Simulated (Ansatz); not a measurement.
Born–Oppenheimer molecular dynamics of H7NSi2 (10 atoms, charge 0, multiplicity 1). It starts at the highest image of a converged band. Of that band: Neighbouring images differ by up to 1.3 eV, so the band resolves the path poorly. A vibrational analysis at the climbing image gives one clearly imaginary mode, 1523i cm⁻¹: a first-order saddle point.

The calculation used RKS PBE0/def2-SVP (Ansatz 0.2.0).

```json
{
 "ensemble": "NVE (velocity Verlet)",
 "time step": "0.5 fs",
 "steps asked": "200",
 "starting velocities drawn for": "300 K",
 "seed": "4008"
}
```

First frame:

```xyz
10
Properties=species:S:1:pos:R:3
Si 0.213 0.253 -0.235
N 1.017 -0.196 1.433
H 0.709 -0.925 2.081
H 1.443 0.581 1.933
H 1.715 -0.141 0.239
H -0.798 1.352 -0.012
Si -1.001 -1.701 -0.673
H -1.970 -2.040 0.423
H -1.771 -1.567 -1.949
H -0.067 -2.865 -0.812
```

How far do the bonds stretch over the last three quarters of this one trajectory? (Pairs bonded in most of those frames.)


| bond | mean (Å) | spread (Å) | shortest | longest |
| --- | --- | --- | --- | --- |
| Si1–H6 | 1.548 | 0.023 | 1.51 | 1.59 |
| Si1–Si7 | 2.416 | 0.033 | 2.36 | 2.46 |
| N2–H3 | 1.030 | 0.039 | 0.95 | 1.12 |
| N2–H4 | 1.026 | 0.026 | 0.98 | 1.07 |
| N2–H5 | 1.054 | 0.094 | 0.90 | 1.19 |
| Si7–H8 | 1.506 | 0.031 | 1.46 | 1.55 |
| Si7–H9 | 1.504 | 0.028 | 1.46 | 1.55 |
| Si7–H10 | 1.511 | 0.009 | 1.49 | 1.53 |

Mean temperature of the second half: 885 K. The conserved energy stayed within 0.8 meV per atom of its start (net change -0.18 meV per atom), so the integration is sound. The kinetic energy rose, since the run started high on the potential surface and went downhill. A run of 0.1 ps of so small a system gives no equilibrium averages. The orbitals stay closed-shell, which can raise the energy where a bond breaks towards radicals; this wasn't checked here.

Time of the run: 4.7 min on 2 threads of Arm Neoverse V1 (shared host), peak memory 0.15 GiB.
